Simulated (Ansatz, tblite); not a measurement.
# The cluster Ta₄+: one state, many levels, part 1 of 2

How do method and basis change the picture of the cluster Ta₄+ (doublet)?

Program: Ansatz 0.2.0, Gaussian basis. Level of theory: as each input shows. These are calculated values, not measurements.

The runs, in order: GFN1-xTB, GFN2-xTB, PBE-D4/def2-TZVP, r2SCAN-D4/def2-TZVP, r2SCANh-D4/def2-TZVP, revPBE-D4/def2-TZVP, HF/def2-TZVP, BLYP-D4/def2-TZVP, HSE06-D4/def2-TZVP, PBE+5HF/def2-TZVP, PBE+10HF/def2-TZVP, PBE+15HF/def2-TZVP, PBE+35HF/def2-TZVP, PBE+50HF/def2-TZVP, PBE-D4/def2-SVP, PBE0-D4/def2-SVP, CCSD(T)/def2-SVP, MP2/def2-TZVP, RPA/def2-TZVP.

## 1. The geometry

The geometry is that of the doublet, from an earlier relaxation (r2SCAN-D4/def2-SVP). At that level it is the lowest of the isomers that a small search found.

4 atoms, charge 1, spin multiplicity 2.

Bond lengths: Ta1–Ta2 2.539 Å, Ta1–Ta3 2.539 Å, Ta1–Ta4 2.571 Å, Ta2–Ta3 2.658 Å, Ta2–Ta4 2.539 Å, Ta3–Ta4 2.539 Å. Angles: Ta2–Ta1–Ta3 63.1°, Ta2–Ta1–Ta4 59.6°, Ta3–Ta1–Ta4 59.6°, Ta1–Ta2–Ta3 58.4°, Ta1–Ta2–Ta4 60.8°, Ta3–Ta2–Ta4 58.4°, Ta1–Ta3–Ta2 58.4°, Ta1–Ta3–Ta4 60.8°, Ta2–Ta3–Ta4 58.4°, Ta1–Ta4–Ta2 59.6°, Ta1–Ta4–Ta3 59.6°, Ta2–Ta4–Ta3 63.1°.

Ta takes a core potential in the def2 sets. No spin-orbit coupling is included. The ion is computed in the gas phase, without counter-ions or solvent.

PBE0-D4/def2-TZVP was run before; its log isn't repeated, and its numbers join the tables.

## 2. GFN1-xTB

Tight binding, by tblite at 300 K electronic temperature and without a spin-polarisation term:

```python
tblite.interface.Calculator('GFN1-xTB', numbers, positions, charge=1, uhf=1).singlepoint()
```

Energy -213.7673 eV; 0.004 s.

## 3. GFN2-xTB

Tight binding, by tblite at 300 K electronic temperature and without a spin-polarisation term:

```python
tblite.interface.Calculator('GFN2-xTB', numbers, positions, charge=1, uhf=1).singlepoint()
```

Energy -268.8485 eV; 0.005 s.

## 4. PBE-D4/def2-TZVP

start.molden holds the orbitals of an earlier run on this state, given as this run's starting guess.

File in.yaml:

```yaml
crystal:
  periodic: [false, false, false]
  atoms:
    - {symbol: Ta, position_ang: [-1.258934, -0.588356, 0.691531]}
    - {symbol: Ta, position_ang: [-0.416682, 0.458778, -1.462759]}
    - {symbol: Ta, position_ang: [0.545498, 1.184933, 0.906708]}
    - {symbol: Ta, position_ang: [1.130118, -1.055355, -0.135489]}
basis:
  gaussian: {orbitals: def2-TZVP, initial_orbitals: start.molden}
total_charge: 1
magnetization: {spin_polarized: true, initial_magnetization: 1}
hamiltonian: {xc: pbe, dispersion: d4}
scf: {omitted_lower_state_checks: [starts]}
output: {orbitals: {seedname: orbitals}}
```

Started as:

```console
> ansatz run in.yaml --threads 4 --pin off --events-out ev --progress --plain --max-ram 3916MiB
```

Standard output:

```text
Functional definition: PBE
  name "PBE"
  cite "Perdew, Burke & Ernzerhof, Phys. Rev. Lett. 77, 3865 (1996) doi:10.1103/PhysRevLett.77.3865"
  parent pbe
  parameter kappa = 0.804
  parameter beta = 0.06672455060314922
  exchange = pbe_x(kappa = kappa, mu = beta*pi^2/3)
  correlation = pbe_c(beta = beta)
these checks for a lower state are left out or cut short: starts
1348 factors; their error is unknown
mean field evaluation 1: about -6199.8385 eV, gradient 5.3e0 eV
mean field evaluation 2: about -6200.0061 eV, gradient 3.4e-1 eV
mean field evaluation 4: about -6200.0259 eV, gradient 6.5e-2 eV
mean field evaluation 8: about -6200.0017 eV, gradient 3.7e-3 eV
mean field evaluation 16: about -6200.0018 eV, gradient 2.4e-5 eV
mean field -6200.00175024 eV, -227.8458618094 hartree, gradient 2.0e-6 eV, S^2 0.760347; 0 other end points of the search recorded, 0 dependent functions left out
reference -6200.00179070 eV, -227.8458632960 hartree; 26, 25 occupied and 134, 135 virtual orbitals, 1348 factors
Total energy: -6200.18064380 eV, -227.8524360264 hartree
Checks for a lower state left out: starts
```

Run time: 16 s. Hardware: 4 threads of Arm Neoverse V2, shared host.

From the report: HOMO -8.18 eV, LUMO -7.93 eV (over both spins); ⟨S²⟩ 0.760 (pure: 0.75).

## 5. r2SCAN-D4/def2-TZVP

Edit in.yaml of step 4 so:

```diff
@@ -11,3 +11,3 @@
 magnetization: {spin_polarized: true, initial_magnetization: 1}
-hamiltonian: {xc: pbe, dispersion: d4}
+hamiltonian: {xc: r2scan, dispersion: d4}
 scf: {omitted_lower_state_checks: [starts]}
```

The command is unchanged.

Standard output (excerpt; [...] marks lines left out):

```text
Functional definition: r2SCAN
  name "r2SCAN"
  cite "Furness, Kaplan, Ning, Perdew & Sun, J. Phys. Chem. Lett. 11, 8208 (2020) doi:10.1021/acs.jpclett.0c02405"
  cite "Furness, Kaplan, Ning, Perdew & Sun, J. Phys. Chem. Lett. 11, 9248 (2020) doi:10.1021/acs.jpclett.0c03077"
  parent r2scan
[...]
1348 factors; their error is unknown
[...]
mean field -6198.01939365 eV, -227.7730115480 hartree, gradient 4.3e-6 eV, S^2 0.800963; 0 other end points of the search recorded, 0 dependent functions left out
reference -6198.01941611 eV, -227.7730123736 hartree; 26, 25 occupied and 134, 135 virtual orbitals, 1348 factors
Total energy: -6198.04551778 eV, -227.7739715924 hartree
Checks for a lower state left out: starts
```

It took 42 s on 4 threads of Arm Neoverse V2, shared host; peak memory 0.65 GiB.

From the report: HOMO -8.06 eV, LUMO -7.38 eV (over both spins); ⟨S²⟩ 0.801 (pure: 0.75).

## 6. r2SCANh-D4/def2-TZVP

Edit in.yaml of step 5 so:

```diff
@@ -11,3 +11,3 @@
 magnetization: {spin_polarized: true, initial_magnetization: 1}
-hamiltonian: {xc: r2scan, dispersion: d4}
+hamiltonian: {xc: {name: r2SCANh}, dispersion: d4}
 scf: {omitted_lower_state_checks: [starts]}
```

The command is unchanged.

Standard output (excerpt; [...] marks lines left out):

```text
Functional definition: r2SCANh
  name "r2SCANh"
  cite "Bursch, Neugebauer, Ehlert & Grimme, J. Chem. Phys. 156, 134105 (2022) doi:10.1063/5.0086040"
  cite "Furness, Kaplan, Ning, Perdew & Sun, J. Phys. Chem. Lett. 11, 8208 (2020) doi:10.1021/acs.jpclett.0c02405"
  cite "Furness, Kaplan, Ning, Perdew & Sun, J. Phys. Chem. Lett. 11, 9248 (2020) doi:10.1021/acs.jpclett.0c03077"
  parent r2scan
[...]
1348 factors; their error is unknown
[...]
mean field -6195.28331194 eV, -227.6724623998 hartree, gradient 8.7e-6 eV, S^2 0.853910; 0 other end points of the search recorded, 0 dependent functions left out
reference -6195.28333257 eV, -227.6724631581 hartree; 26, 25 occupied and 134, 135 virtual orbitals, 1348 factors
Total energy: -6195.31613434 eV, -227.6736686007 hartree
Checks for a lower state left out: starts
```

Wall time 49 s (4 threads of Arm Neoverse V2, shared host); peak memory 0.95 GiB.

HOMO -8.31 eV, LUMO -6.97 eV (over both spins); ⟨S²⟩ 0.854 (pure: 0.75).

## 7. revPBE-D4/def2-TZVP

Edit in.yaml of step 6 so:

```diff
@@ -11,3 +11,3 @@
 magnetization: {spin_polarized: true, initial_magnetization: 1}
-hamiltonian: {xc: {name: r2SCANh}, dispersion: d4}
+hamiltonian: {xc: {name: revPBE}, dispersion: d4}
 scf: {omitted_lower_state_checks: [starts]}
```

Same command.

Standard output:

```text
Functional definition: revPBE
  name "revPBE"
  cite "Zhang & Yang, Phys. Rev. Lett. 80, 890 (1998) doi:10.1103/PhysRevLett.80.890"
  cite "Perdew, Burke & Ernzerhof, Phys. Rev. Lett. 77, 3865 (1996) doi:10.1103/PhysRevLett.77.3865"
  parameter kappa = 1.245
  parameter beta = 0.06672455060314922
  exchange = pbe_x(kappa = kappa, mu = beta*pi^2/3)
  correlation = pbe_c(beta = beta)
these checks for a lower state are left out or cut short: starts
1348 factors; their error is unknown
mean field evaluation 1: about -6203.1216 eV, gradient 6.6e0 eV
mean field evaluation 2: about -6203.2782 eV, gradient 2.9e-1 eV
mean field evaluation 4: about -6203.2894 eV, gradient 5.0e-2 eV
mean field evaluation 8: about -6203.2641 eV, gradient 1.6e-3 eV
mean field evaluation 16: about -6203.2641 eV, gradient 5.4e-6 eV
mean field -6203.26413844 eV, -227.9657523641 hartree, gradient 5.1e-6 eV, S^2 0.763862; 0 other end points of the search recorded, 0 dependent functions left out
reference -6203.26418875 eV, -227.9657542131 hartree; 26, 25 occupied and 134, 135 virtual orbitals, 1348 factors
Total energy: -6203.48602199 eV, -227.9739064343 hartree
Checks for a lower state left out: starts
```

Run time: 16 s. Hardware: 4 threads of Arm Neoverse V2, shared host.

HOMO -8.06 eV, LUMO -7.76 eV (over both spins); ⟨S²⟩ 0.764 (pure: 0.75).

## 8. HF/def2-TZVP

Edit in.yaml of step 7 so:

```diff
@@ -11,3 +11,3 @@
 magnetization: {spin_polarized: true, initial_magnetization: 1}
-hamiltonian: {xc: {name: revPBE}, dispersion: d4}
+hamiltonian: {xc: hf}
 scf: {omitted_lower_state_checks: [starts]}
```

Launched as before.

Standard output:

```text
Functional definition: HF
  name "HF"
  cite "Fock, Z. Phys. 61, 126 (1930) doi:10.1007/BF01340294"
  parent pbe
  exchange = exact_x
  correlation = 0
these checks for a lower state are left out or cut short: starts
2136 factors; their error is unknown
mean field evaluation 1: about -6120.3125 eV, gradient 1.3e1 eV
mean field evaluation 2: about -6121.6221 eV, gradient 1.9e0 eV
mean field evaluation 4: about -6122.9482 eV, gradient 3.6e0 eV
mean field evaluation 8: about -6123.4137 eV, gradient 2.5e-1 eV
mean field evaluation 16: about -6123.6267 eV, gradient 7.6e-1 eV
mean field evaluation 32: about -6123.8019 eV, gradient 1.5e-5 eV
mean field -6123.80194051 eV, -225.0455704516 hartree, gradient 3.6e-6 eV, S^2 5.099700; 0 other end points of the search recorded, 0 dependent functions left out
reference -6123.80194051 eV, -225.0455704516 hartree; 26, 25 occupied and 134, 135 virtual orbitals, 2136 factors
Total energy: -6123.80194051 eV, -225.0455704516 hartree
Checks for a lower state left out: starts
```

Run time: 14 s. Hardware: 4 threads of Arm Neoverse V2, shared host; peak memory 0.81 GiB.

From the report: HOMO -9.58 eV, LUMO -3.86 eV (over both spins); ⟨S²⟩ 5.100 (pure: 0.75). Doubts: spin contamination.

## 9. BLYP-D4/def2-TZVP

Edit in.yaml of step 8 so:

```diff
@@ -11,3 +11,3 @@
 magnetization: {spin_polarized: true, initial_magnetization: 1}
-hamiltonian: {xc: hf}
+hamiltonian: {xc: {name: BLYP}, dispersion: d4}
 scf: {omitted_lower_state_checks: [starts]}
```

Same command.

Standard output:

```text
Functional definition: BLYP
  name "BLYP"
  cite "Becke, Phys. Rev. A 38, 3098 (1988) doi:10.1103/PhysRevA.38.3098"
  cite "Lee, Yang & Parr, Phys. Rev. B 37, 785 (1988) doi:10.1103/PhysRevB.37.785"
  parameter beta = 0.0042
  parameter a = 0.04918
  parameter b = 0.132
  parameter c = 0.2533
  parameter d = 0.349
  exchange = b88_x(beta = beta)
  correlation = lyp_c(a = a, b = b, c = c, d = d)
these checks for a lower state are left out or cut short: starts
1348 factors; their error is unknown
mean field evaluation 1: about -6194.0047 eV, gradient 7.4e0 eV
mean field evaluation 2: about -6194.3493 eV, gradient 4.5e-1 eV
mean field evaluation 4: about -6194.3878 eV, gradient 4.2e-2 eV
mean field evaluation 8: about -6194.3645 eV, gradient 4.1e-3 eV
mean field evaluation 16: about -6194.3645 eV, gradient 3.0e-5 eV
mean field -6194.36453293 eV, -227.6386978942 hartree, gradient 8.6e-6 eV, S^2 0.758464; 0 other end points of the search recorded, 0 dependent functions left out
reference -6194.36481881 eV, -227.6387084002 hartree; 26, 25 occupied and 134, 135 virtual orbitals, 1348 factors
Total energy: -6194.68813533 eV, -227.6505900629 hartree
Checks for a lower state left out: starts
```

Wall time 16 s (4 threads of Arm Neoverse V2, shared host).

Report: HOMO -8.07 eV, LUMO -7.86 eV (over both spins); ⟨S²⟩ 0.758 (pure: 0.75).

## 10. HSE06-D4/def2-TZVP

Edit in.yaml of step 9 so:

```diff
@@ -11,3 +11,3 @@
 magnetization: {spin_polarized: true, initial_magnetization: 1}
-hamiltonian: {xc: {name: BLYP}, dispersion: d4}
+hamiltonian: {xc: hse06, dispersion: d4}
 scf: {omitted_lower_state_checks: [starts]}
```

Launched as before.

Standard output (excerpt; [...] marks lines left out):

```text
Functional definition: HSE06
  name "HSE06"
  cite "Heyd, Scuseria & Ernzerhof, J. Chem. Phys. 118, 8207 (2003) doi:10.1063/1.1564060"
  cite "Krukau, Vydrov, Izmaylov & Scuseria, J. Chem. Phys. 125, 224106 (2006) doi:10.1063/1.2404663"
  cite "Heyd & Scuseria, J. Chem. Phys. 120, 7274 (2004) doi:10.1063/1.1668634"
  cite "Ernzerhof & Perdew, J. Chem. Phys. 109, 3313 (1998) doi:10.1063/1.476928"
  cite "Perdew, Burke & Ernzerhof, Phys. Rev. Lett. 77, 3865 (1996) doi:10.1103/PhysRevLett.77.3865"
  parent pbe
[...]
  # The whole range is PBE's own exchange, as in plane waves. The composition of these papers is wPBEh.
[...]
1632 factors; their error is unknown
110 factors; integrals over basis functions are off by at most 2.9e-7 eV
[...]
mean field -6193.46880657 eV, -227.6057805574 hartree, gradient 1.1e-5 eV, S^2 0.805193; 0 other end points of the search recorded, 0 dependent functions left out
reference -6193.46884690 eV, -227.6057820395 hartree; 26, 25 occupied and 134, 135 virtual orbitals, 1632 factors
Total energy: -6193.62427630 eV, -227.6114939647 hartree
Checks for a lower state left out: starts
```

It took 20 s on 4 threads of Arm Neoverse V2, shared host; peak memory 0.9 GiB.

From the report: HOMO -8.35 eV, LUMO -7.08 eV (over both spins); ⟨S²⟩ 0.805 (pure: 0.75).

## 11. PBE+5HF/def2-TZVP

Edit in.yaml of step 10 so:

```diff
@@ -11,3 +11,3 @@
 magnetization: {spin_polarized: true, initial_magnetization: 1}
-hamiltonian: {xc: hse06, dispersion: d4}
+hamiltonian: {xc: {text: "exchange = 0.95*pbe_x + 0.05*exact_x\ncorrelation = pbe_c"}}
 scf: {omitted_lower_state_checks: [starts]}
```

The command is unchanged.

Standard output:

```text
Functional definition: unnamed
  exchange = 0.95*pbe_x + 0.05*exact_x
  correlation = pbe_c
these checks for a lower state are left out or cut short: starts
1348 factors; their error is unknown
mean field evaluation 1: about -6198.5523 eV, gradient 4.3e0 eV
mean field evaluation 2: about -6198.6604 eV, gradient 2.5e-1 eV
mean field evaluation 4: about -6198.6696 eV, gradient 4.0e-2 eV
mean field evaluation 8: about -6198.6496 eV, gradient 1.4e-4 eV
mean field evaluation 16: about -6198.6496 eV, gradient 2.0e-5 eV
mean field -6198.64960643 eV, -227.7961714407 hartree, gradient 2.1e-6 eV, S^2 0.765350; 0 other end points of the search recorded, 0 dependent functions left out
reference -6198.64964480 eV, -227.7961728507 hartree; 26, 25 occupied and 134, 135 virtual orbitals, 1348 factors
Total energy: -6198.64964480 eV, -227.7961728507 hartree
Checks for a lower state left out: starts
```

It took 12 s on 4 threads of Arm Neoverse V2, shared host; peak memory 0.61 GiB.

From the report: HOMO -8.26 eV, LUMO -7.67 eV (over both spins); ⟨S²⟩ 0.765 (pure: 0.75).

## 12. PBE+10HF/def2-TZVP

Edit in.yaml of step 11 so:

```diff
@@ -11,3 +11,3 @@
 magnetization: {spin_polarized: true, initial_magnetization: 1}
-hamiltonian: {xc: {text: "exchange = 0.95*pbe_x + 0.05*exact_x\ncorrelation = pbe_c"}}
+hamiltonian: {xc: {text: "exchange = 0.90*pbe_x + 0.10*exact_x\ncorrelation = pbe_c"}}
 scf: {omitted_lower_state_checks: [starts]}
```

Same command.

Standard output:

```text
Functional definition: unnamed
  exchange = 0.90*pbe_x + 0.10*exact_x
  correlation = pbe_c
these checks for a lower state are left out or cut short: starts
1348 factors; their error is unknown
mean field evaluation 1: about -6197.2661 eV, gradient 3.2e0 eV
mean field evaluation 2: about -6197.3278 eV, gradient 1.5e-1 eV
mean field evaluation 4: about -6197.3159 eV, gradient 1.0e-1 eV
mean field evaluation 8: about -6197.3160 eV, gradient 1.1e-4 eV
mean field -6197.31603283 eV, -227.7471635148 hartree, gradient 1.0e-5 eV, S^2 0.771836; 0 other end points of the search recorded, 0 dependent functions left out
reference -6197.31606915 eV, -227.7471648497 hartree; 26, 25 occupied and 134, 135 virtual orbitals, 1348 factors
Total energy: -6197.31606915 eV, -227.7471648497 hartree
Checks for a lower state left out: starts
```

Run time: 9 s. Hardware: 4 threads of Arm Neoverse V2, shared host; peak memory 0.6 GiB.

HOMO -8.36 eV, LUMO -7.41 eV (over both spins); ⟨S²⟩ 0.772 (pure: 0.75).

## 13. PBE+15HF/def2-TZVP

Edit in.yaml of step 12 so:

```diff
@@ -11,3 +11,3 @@
 magnetization: {spin_polarized: true, initial_magnetization: 1}
-hamiltonian: {xc: {text: "exchange = 0.90*pbe_x + 0.10*exact_x\ncorrelation = pbe_c"}}
+hamiltonian: {xc: {text: "exchange = 0.85*pbe_x + 0.15*exact_x\ncorrelation = pbe_c"}}
 scf: {omitted_lower_state_checks: [starts]}
```

The command is unchanged.

Standard output:

```text
Functional definition: unnamed
  exchange = 0.85*pbe_x + 0.15*exact_x
  correlation = pbe_c
these checks for a lower state are left out or cut short: starts
1384 factors; their error is unknown
mean field evaluation 1: about -6195.9799 eV, gradient 2.1e0 eV
mean field evaluation 2: about -6196.0077 eV, gradient 7.4e-2 eV
mean field evaluation 4: about -6195.9986 eV, gradient 2.5e-2 eV
mean field evaluation 8: about -6195.9986 eV, gradient 2.4e-5 eV
mean field -6195.99861805 eV, -227.6987494146 hartree, gradient 1.1e-5 eV, S^2 0.780152; 0 other end points of the search recorded, 0 dependent functions left out
reference -6195.99865236 eV, -227.6987506753 hartree; 26, 25 occupied and 134, 135 virtual orbitals, 1384 factors
Total energy: -6195.99865236 eV, -227.6987506753 hartree
Checks for a lower state left out: starts
```

Wall time 12 s (4 threads of Arm Neoverse V2, shared host); peak memory 0.61 GiB.

HOMO -8.47 eV, LUMO -7.16 eV (over both spins); ⟨S²⟩ 0.780 (pure: 0.75).

## 14. PBE+35HF/def2-TZVP

Edit in.yaml of step 13 so:

```diff
@@ -11,3 +11,3 @@
 magnetization: {spin_polarized: true, initial_magnetization: 1}
-hamiltonian: {xc: {text: "exchange = 0.85*pbe_x + 0.15*exact_x\ncorrelation = pbe_c"}}
+hamiltonian: {xc: {text: "exchange = 0.65*pbe_x + 0.35*exact_x\ncorrelation = pbe_c"}}
 scf: {omitted_lower_state_checks: [starts]}
```

Launched as before.

Standard output:

```text
Functional definition: unnamed
  exchange = 0.65*pbe_x + 0.35*exact_x
  correlation = pbe_c
these checks for a lower state are left out or cut short: starts
1732 factors; their error is unknown
mean field evaluation 1: about -6190.8351 eV, gradient 2.2e0 eV
mean field evaluation 2: about -6190.8645 eV, gradient 8.8e-2 eV
mean field evaluation 4: about -6190.8770 eV, gradient 2.2e-2 eV
mean field evaluation 8: about -6190.8770 eV, gradient 2.4e-5 eV
mean field evaluation 16: about -6190.8770 eV, gradient 7.2e-6 eV
mean field -6190.87702722 eV, -227.5105344231 hartree, gradient 7.2e-6 eV, S^2 0.875178; 0 other end points of the search recorded, 0 dependent functions left out
reference -6190.87705355 eV, -227.5105353908 hartree; 26, 25 occupied and 134, 135 virtual orbitals, 1732 factors
Total energy: -6190.87705355 eV, -227.5105353908 hartree
Checks for a lower state left out: starts
```

It took 22 s on 4 threads of Arm Neoverse V2, shared host; peak memory 0.89 GiB.

From the report: HOMO -8.92 eV, LUMO -6.23 eV (over both spins); ⟨S²⟩ 0.875 (pure: 0.75).

## 15. PBE+50HF/def2-TZVP

Edit in.yaml of step 14 so:

```diff
@@ -11,3 +11,3 @@
 magnetization: {spin_polarized: true, initial_magnetization: 1}
-hamiltonian: {xc: {text: "exchange = 0.65*pbe_x + 0.35*exact_x\ncorrelation = pbe_c"}}
+hamiltonian: {xc: {text: "exchange = 0.50*pbe_x + 0.50*exact_x\ncorrelation = pbe_c"}}
 scf: {omitted_lower_state_checks: [starts]}
```

Same command.

Standard output:

```text
Functional definition: unnamed
  exchange = 0.50*pbe_x + 0.50*exact_x
  correlation = pbe_c
these checks for a lower state are left out or cut short: starts
1840 factors; their error is unknown
mean field evaluation 1: about -6186.9765 eV, gradient 5.4e0 eV
mean field evaluation 2: about -6187.1544 eV, gradient 3.5e-1 eV
mean field evaluation 4: about -6187.1854 eV, gradient 1.2e-1 eV
mean field evaluation 8: about -6187.2153 eV, gradient 9.4e-4 eV
mean field evaluation 16: about -6187.2156 eV, gradient 8.6e-2 eV
mean field evaluation 32: about -6187.2158 eV, gradient 4.6e-6 eV
mean field -6187.21576594 eV, -227.3759855528 hartree, gradient 4.6e-6 eV, S^2 1.342423; 1 other end points of the search recorded, 0 dependent functions left out
reference -6187.21578642 eV, -227.3759863053 hartree; 26, 25 occupied and 134, 135 virtual orbitals, 1840 factors
Total energy: -6187.21578642 eV, -227.3759863053 hartree
Checks for a lower state left out: starts
```

It took 37 s on 4 threads of Arm Neoverse V2, shared host; peak memory 0.9 GiB.

From the report: HOMO -9.21 eV, LUMO -5.59 eV (over both spins); ⟨S²⟩ 1.342 (pure: 0.75). Doubts: spin contamination.

## 16. PBE-D4/def2-SVP

Edit in.yaml of step 15 so:

```diff
@@ -8,6 +8,6 @@
 basis:
-  gaussian: {orbitals: def2-TZVP, initial_orbitals: start.molden}
+  gaussian: {orbitals: def2-SVP, initial_orbitals: start.molden}
 total_charge: 1
 magnetization: {spin_polarized: true, initial_magnetization: 1}
-hamiltonian: {xc: {text: "exchange = 0.50*pbe_x + 0.50*exact_x\ncorrelation = pbe_c"}}
+hamiltonian: {xc: pbe, dispersion: d4}
 scf: {omitted_lower_state_checks: [starts]}
```

Launched as before.

Standard output:

```text
Functional definition: PBE
  name "PBE"
  cite "Perdew, Burke & Ernzerhof, Phys. Rev. Lett. 77, 3865 (1996) doi:10.1103/PhysRevLett.77.3865"
  parent pbe
  parameter kappa = 0.804
  parameter beta = 0.06672455060314922
  exchange = pbe_x(kappa = kappa, mu = beta*pi^2/3)
  correlation = pbe_c(beta = beta)
these checks for a lower state are left out or cut short: starts
1216 factors; their error is unknown
mean field evaluation 1: about -6198.4443 eV, gradient 2.9e1 eV
mean field evaluation 2: about -6198.9652 eV, gradient 1.2e0 eV
mean field evaluation 4: about -6199.0335 eV, gradient 3.5e-1 eV
mean field evaluation 8: about -6198.9560 eV, gradient 4.3e-3 eV
mean field evaluation 16: about -6198.9560 eV, gradient 2.4e-5 eV
mean field -6198.95600938 eV, -227.8074315414 hartree, gradient 1.3e-6 eV, S^2 0.758659; 0 other end points of the search recorded, 0 dependent functions left out
reference -6198.95605160 eV, -227.8074330930 hartree; 26, 25 occupied and 102, 103 virtual orbitals, 1216 factors
Total energy: -6199.13490471 eV, -227.8140058234 hartree
Checks for a lower state left out: starts
```

It took 9 s on 4 threads of Arm Neoverse V2, shared host.

Report: HOMO -8.27 eV, LUMO -8.04 eV (over both spins); ⟨S²⟩ 0.759 (pure: 0.75).

(Continued in part 2 of 2.)
